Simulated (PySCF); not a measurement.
Compound: pyranone, C₅H₄O₂.
Numbering: `[O:1]=[c:2]1[cH:3][cH:4][o:5][cH:6][cH:7]1` (hydrogens: H8 on C3; H9 on C4; H10 on C6; H11 on C7)

The same species was optimised twice, with GFN2-xTB and with PBE0-D3(BJ)/def2-SVP (PySCF), and the same property calculations (PySCF, gas phase) were run on both structures.

| coordinate | GFN2-xTB | PBE0-D3(BJ)/def2-SVP | change |
| --- | --- | --- | --- |
| C3–C4 (Å) | 1.340 | 1.346 | +0.006 |
| C6–C7 (Å) | 1.340 | 1.346 | +0.006 |
| C2–C3 (Å) | 1.465 | 1.469 | +0.004 |
| C2–C7 (Å) | 1.465 | 1.469 | +0.004 |
| O5–C6 (Å) | 1.342 | 1.345 | +0.003 |
| C4–O5 (Å) | 1.342 | 1.345 | +0.003 |
| O1=C2 (Å) | 1.217 | 1.218 | +0.001 |
| C4–O5–C6 (°) | 117.4 | 118.4 | +1.0 |
| O5–C6–C7 (°) | 124.2 | 123.5 | -0.7 |
| C3–C4–O5 (°) | 124.2 | 123.5 | -0.7 |
| C2–C7–C6 (°) | 121.0 | 121.2 | +0.2 |
| C2–C3–C4 (°) | 121.0 | 121.2 | +0.2 |
| O1–C2–C7 (°) | 124.0 | 123.8 | -0.2 |
| C3–C2–C7 (°) | 112.1 | 112.2 | +0.1 |
| O1–C2–C3 (°) | 124.0 | 124.0 | 0.0 |

Rotational constants: A = 5973, B = 2726, C = 1872 MHz (GFN2-xTB) against A = 5907, B = 2719, C = 1862 MHz (PBE0-D3(BJ)/def2-SVP). Point groups within 0.08 Å: C2v and C2v.

On the GFN2-xTB structure: HOMO (eV) -7.18 [PBE0/pcSseg-1]; LUMO (eV) -1.18 [PBE0/pcSseg-1]; dipole (D) 3.92 [PBE0/pcSseg-1]; GIAO shielding of O1 (ppm) -218.5 [PBE0/pcSseg-1]; GIAO shielding of C2 (ppm) 10.1 [PBE0/pcSseg-1]; GIAO shielding of C3/C7 (mean) (ppm) 59.2 [PBE0/pcSseg-1]; GIAO shielding of C4/C6 (mean) (ppm) 27.1 [PBE0/pcSseg-1]; GIAO shielding of O5 (ppm) 107.4 [PBE0/pcSseg-1].

Task: What do these properties become on the PBE0-D3(BJ)/def2-SVP structure?

Result: 
| property | level | on GFN2-xTB | on PBE0-D3(BJ)/def2-SVP | change |
| --- | --- | --- | --- | --- |
| HOMO (eV) | PBE0/pcSseg-1 | -7.18 | -7.20 | -0.02 |
| LUMO (eV) | PBE0/pcSseg-1 | -1.18 | -1.19 | -0.01 |
| dipole (D) | PBE0/pcSseg-1 | 3.92 | 3.95 | +0.03 |
| energy, GFN2-xTB geometry as zero (kcal/mol) | PBE0/pcSseg-1 | 0.0 | -0.1 | -0.1 |
| GIAO shielding of O1 (ppm) | PBE0/pcSseg-1 | -218.5 | -219.2 | -0.7 |
| GIAO shielding of C2 (ppm) | PBE0/pcSseg-1 | 10.1 | 10.2 | +0.1 |
| GIAO shielding of C3/C7 (mean) (ppm) | PBE0/pcSseg-1 | 59.2 | 57.8 | -1.4 |
| GIAO shielding of C4/C6 (mean) (ppm) | PBE0/pcSseg-1 | 27.1 | 25.5 | -1.6 |
| GIAO shielding of O5 (ppm) | PBE0/pcSseg-1 | 107.4 | 102.1 | -5.3 |

The heavy atoms differ by 0.006 Å rms after alignment. Among bonds between heavy atoms C3–C4 and C6–C7 change most and about equally (+0.006 Å). Changes are differences of the printed values. Neither structure is proved a minimum here.
